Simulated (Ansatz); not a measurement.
Bulk modulus of some elemental metals

Method: PBE-D4 (Ansatz, an electronic-structure program, plane waves, PAW). References are measured values corrected to a static lattice. The table is a random draw of 6 from 21 solids with such references.

Values in GPa.

```json
[
 {"solid": "body-centred tetragonal In", "reference": "44.7¶", "PBE-D4": "41.9", "error (%)": "-6.3"},
 {"solid": "hcp Ti", "reference": "108", "PBE-D4": "115", "error (%)": "+6.5"},
 {"solid": "fcc Ag", "reference": "110 (104–111)", "PBE-D4": "110", "error (%)": "0.0"},
 {"solid": "fcc Al", "reference": "80.8 (77.1–82.0)", "PBE-D4": "86.0", "error (%)": "+6.4"},
 {"solid": "fcc Rh", "reference": "271 (271–289)", "PBE-D4": "287", "error (%)": "+5.9"},
 {"solid": "hcp Tc", "reference": "303", "PBE-D4": "317", "error (%)": "+4.6"}
]
```

Over these 6 solids the mean error is +2.9 %, the mean absolute error 5.0 % (median 6.1 %), and the worst case hcp Ti at +6.5 %; the value is too high in 4 of 6 cases. Over all 21, from unrounded values, the mean error is +2.9 % and the mean absolute error 6.8 % (median 5.3 %).

All these references are brought to a static lattice.

Spin–orbit coupling is left out, also for the solids with elements from indium on (body-centred tetragonal In); its size isn't shown.

¶ marks references of a special kind: body-centred tetragonal In, 44.7 GPa (measured, copied from a table, unchecked, extrapolated to 0 K and zero-point effects removed; as tabulated in Lejaeghere et al. (2013), arXiv:1204.2733).

In Ansatz's fits of the non-cubic solids, shape and atoms are relaxed at each volume.

Brackets give the range of the sources taken for a reference, where it is wide; it can hold other temperatures.

Differences are worked out from the printed values.

Each level is taken at its own relaxed cell. Ansatz's density-functional and Hartree–Fock values are scalar-relativistic unless marked +SOC, with PAW data made under PBE.

Ansatz's runs of these crystals have no spin polarisation.

Not in this set, of the elemental metals with a reference value in our tables and a result at some level: 14 for no value at PBE-D4 (not run, a failed fit, an unstable or unbound cell, or a value held back for tests); 6 for sources at odds; 3 for a reference at room or unstated temperature. These can be a level's best or worst cases. Solids without a released value at any level aren't counted. Layered and molecular crystals are counted apart. The metals Ce to Yb are counted apart.

References as tabulated in Levämäki et al. (2014), arXiv:1402.3671; doi:10.1021/acs.jctc.3c00612; Lejaeghere et al. (2013), arXiv:1204.2733.
